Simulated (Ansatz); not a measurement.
hcp Mg

Calculation: PBEsol (PAW; Ansatz, a quantum-chemistry and plane-wave program).

Numerical settings: plane-wave cutoff 520 eV, 16×16×10 k mesh (along the axes of the cell as run), Fermi–Dirac smearing 0.1 eV, perturbation theory, force constants from a 4×4×2 q mesh, scalar-relativistic PAW data made under PBE.

Cell: relaxed at this level.

```json
{
  "zero_point_energy": "0.032 eV/atom"
}
```

Computing time: about 10 core-minutes (a rough figure).
